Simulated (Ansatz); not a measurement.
C$_{2}$H$_{4}$OS (`COC=S`). Total charge 0; spin multiplicity 1.

```xyz
8

C    -0.7329   -0.2629    0.7384
O    -0.3821    0.5472   -0.3803
C     0.8218    0.3521   -0.8919
S     1.4084    1.1619   -2.1531
H    -1.7414    0.0291    1.0212
H    -0.7207   -1.3212    0.4674
H    -0.0519   -0.0832    1.5736
H     1.3989   -0.4230   -0.3753
```

Q: What are the harmonic wavenumbers in cm⁻¹ at PBE0-D4/def2-TZVP (Ansatz, finite differences of forces, unscaled)? (Best estimate.)

A: The calculation gave: 52, 156, 300, 480, 930, 994, 1086, 1167, 1197, 1297, 1417, 1489, 1490, 1491, 3049, 3066, 3128, 3180.

Q: Is this a minimum?

A: Yes, all 18 modes are real.

Q: Give the ideal-gas thermochemistry at 298.15 K and 1 bar (rigid rotor, harmonic oscillator; point group Cs, symmetry number 1).

A: Zero-point energy 155.3 kJ/mol; H(298) − E = 171.3 kJ/mol; entropy 306.2 J/(mol·K), of which translation 162.9, rotation 101.8, vibration 41.5; G(298) − E = 80.0 kJ/mol. Modes under 100 cm⁻¹ are hindered rotations or soft bends, so the harmonic entropy is rough.
